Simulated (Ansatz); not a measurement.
BiOCl (P4/nmm, No. 129) was calculated with r²SCAN-D4 (PAW; Ansatz, a first-principles code).

Settings: plane-wave cutoff 500 eV, 10×10×6 k mesh (along the axes of the cell as run), gaussian smearing 0.02 eV, scalar-relativistic PAW data made under PBE.

Cell (relaxed at this level):

```cif
data_Bi2Cl2O2
_chemical_formula_sum 'Bi2 Cl2 O2'
_space_group_name_H-M_alt 'P 1'
_space_group_IT_number 1
_cell_length_a 3.88854
_cell_length_b 3.88854
_cell_length_c 7.43099
_cell_angle_alpha 90.000
_cell_angle_beta 90.000
_cell_angle_gamma 90.000
loop_
_space_group_symop_operation_xyz
  'x, y, z'
loop_
_atom_site_label
_atom_site_type_symbol
_atom_site_fract_x
_atom_site_fract_y
_atom_site_fract_z
_atom_site_occupancy
Bi1 Bi 0.50000 0.00000 0.33116 1
Bi2 Bi 0.00000 0.50000 0.66884 1
Cl1 Cl 0.00000 0.50000 0.15082 1
Cl2 Cl 0.50000 0.00000 0.84918 1
O1 O 0.00000 0.00000 0.50000 1
O2 O 0.50000 0.50000 0.50000 1
```

**Question.** Predict the band gap.

**Answer.** 
- band gap: 3.01 eV (on the SCF k mesh)

Spin–orbit coupling is not included; with these elements it can move the gap by several tenths of an eV or more.

The computed numbers hold no vibrational or temperature effects.
